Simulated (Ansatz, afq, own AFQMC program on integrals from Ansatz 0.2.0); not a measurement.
AFQMC on a folder of integrals that Ansatz 0.2.0 wrote.

```yaml
crystal:
  periodic: [false, false, false]
  atoms:
    - {symbol: Ge, position_ang: [0.000000, 0.044402, 0.330415]}
    - {symbol: N, position_ang: [0.000000, -0.159538, -1.505832]}
    - {symbol: H, position_ang: [0.000001, -1.318371, 1.090661]}
    - {symbol: H, position_ang: [0.825986, 0.167726, -1.988690]}
    - {symbol: H, position_ang: [-0.825986, 0.167724, -1.988690]}
basis:
  gaussian: {orbitals: cc-pVDZ}
magnetization: {spin_polarized: false, initial_magnetization: 2}
correlation: {method: ccsd_t, electrons: outside_noble_gas, hamiltonian_folder: ham}
```

```sh
$ ansatz run in.yaml --threads 1 --pin off --events-out ev --progress --plain --max-ram 16896MiB --backend cuda --devices 0, --max-vram 18GiB
```

Options of the walk:

```
--method phaseless --trial hf --walkers 4000 --populations 20 --least-time 40 --time-step 0.005 --steps-per-block 20 --equilibration-blocks 112 --max-blocks 4000 --target-error 0.001050 --factor-cut 1e-05 --start spin_pure --seed 3820 --taylor-order 6
```

Times are imaginary, in 1/Eh. The walk had a cap of 52 s. With eight or more populations the least sampling time is a fifth of least-time, and the error comes from their spread. Filled inner d shells are frozen with the cores.

Output of the walk:

```
orbitals 41  electrons 7 5  factors 336 of 595
reference energy -2131.47122958 Eh
CCSD correlation -0.26915132 Eh in 13 cycles, weight of the determinant in the CISD state 0.8768
energy of the start -2131.471238 Eh
 block  time / (1/Eh)  mean weight  energy / Eh
     1     0.100  1.0014  -2131.538055
     2     0.200  1.0018  -2131.582689
     3     0.300  1.0018  -2131.619266
     4     0.400  1.0015  -2131.647092
     5     0.500  1.0014  -2131.665783
    10     1.000  1.0003  -2131.714941
    31     3.100  0.9998  -2131.747310
    36     3.600  1.0001  -2131.740051
    56     5.600  1.0002  -2131.749972
    81     8.100  1.0006  -2131.741880
   106    10.600  1.0003  -2131.752380
   131    13.100  0.9999  -2131.750252
   156    15.600  0.9999  -2131.757379
   181    18.100  1.0001  -2131.748665
   206    20.600  1.0003  -2131.749507
   211    21.100  0.9997  -2131.755680
error from the spread of 20 populations
energy -2131.751717 +/- 0.001296 Eh
(rows thinned)
```

The run passed its tests (sampling time, drift between the halves within three errors, error under three times the target), which doesn't prove that it has relaxed, ending at its cap on processor time.

Against this walk (error 35.3 meV) on the same determinant: CCSD(T) 105.9 meV higher, CCSDT(Q) 67.0 meV higher (within the noise), a separate phaseless walk with a CISD trial and standard settings 76.4 ± 35.6 meV higher. The error is statistical and leaves out the bias of the constraint.

Cautions: constraint bias not in the error; error above the target (35.3 against 28.6 meV); no relativity below Rb; no spin-orbit coupling; inner d shell frozen; another spin lies lower (by 487 meV).

The walk took 52 s on 1 × NVIDIA H100 80GB HBM3 with 2 threads of AMD EPYC 7R13 Processor (Zen 3) (shared host) (the card was shared). The log's last line is the phaseless energy.

CCSDT and higher add their correlation energy to the determinant of the CCSD(T) run, since their own runs factorise the integrals more tightly (a shift of under 2 meV). A walk keeps the symmetry of its determinant, which the program's search chose and which needn't be the lowest solution, so a lower state of the same spin and another symmetry isn't excluded.
